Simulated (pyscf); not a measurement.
Single points on ωB97X-D3(BJ)/def2-SVP structures (PySCF, gas phase). MP2 and CC: frozen core, UHF for open shells. ΔMP2 is the change of the MP2 total energy from the triple- to the quadruple-zeta basis.

### Question
What is the homolytic dissociation enthalpy (298 K, CCSD(T)/def2-TZVPP + ΔMP2(QZVPP)) of the O–Si bond of `[OH][Si]([OH])([F])[Cl]`, to OH• + HO–Si•(F)–Cl?

### Answer
O–Si to OH• + HO–Si•(F)–Cl: 5.93 eV. Other isomers of HO–Si•(F)–Cl were not searched in full and may lie lower. The CCSD(T) − MP2 part came from Ansatz, without density fitting, on the same reference. Left out: the spin-orbit lowering of OH.
